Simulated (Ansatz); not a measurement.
Two members of one family (Series SiH2X2), computed with Ansatz in the gas phase. Binding counts from free atoms in the multiplicity of their measured ground term, without zero-point energy. The structures are stationary points that may keep the symmetry of their start.

First: SiCl2H2 (singlet, charge 0, PBE-D4/def2-TZVP geometry).

```tsv
atom	x (Å)	y (Å)	z (Å)
Si1	-0.1057	0.0311	0.0887
Cl2	1.0466	1.4195	-0.8973
Cl3	0.5021	-1.8727	-0.3950
H4	-1.5165	0.1975	-0.3472
H5	0.0735	0.2246	1.5508
```

```tsv
level	HOMO (eV)	LUMO (eV)	gap (eV)	binding per atom (eV)
PBE-D4/def2-SVP	-7.54	-0.57	6.96	3.03
revPBE-D4/def2-TZVP	-7.70	-0.91	6.79	3.01
B3LYP-D4/def2-TZVP	-8.86	-0.29	8.57	3.04
PBE0-D4/def2-TZVPD	-9.14	-0.38	8.76	3.05
HSE06-D4/def2-TZVP	-8.70	-0.45	8.25	3.06
```

Second: Si(OH)2H2 (singlet, charge 0, PBE-D4/def2-TZVP geometry).

```xyz
7

Si    0.128   -0.186   -0.369
O    -0.827   -1.010    0.712
H    -0.467   -1.135    1.602
O    -0.242    1.423   -0.512
H     0.010    2.004    0.221
H    -0.160   -0.749   -1.711
H     1.558   -0.346    0.056
```

**Question.** Estimate the same table for the second.

**Answer.** 
| level | HOMO (eV) | LUMO (eV) | gap (eV) | binding per atom (eV) |
| --- | --- | --- | --- | --- |
| PBE-D4/def2-SVP | -7.03 | 0.12 | 7.14 | 3.68 |
| revPBE-D4/def2-TZVP | -7.30 | -0.47 | 6.83 | 3.64 |
| B3LYP-D4/def2-TZVP | -8.68 | -0.03 | 8.65 | 3.71 |
| PBE0-D4/def2-TZVPD | -8.94 | -0.32 | 8.62 | 3.66 |
| HSE06-D4/def2-TZVP | -8.48 | -0.05 | 8.43 | 3.66 |
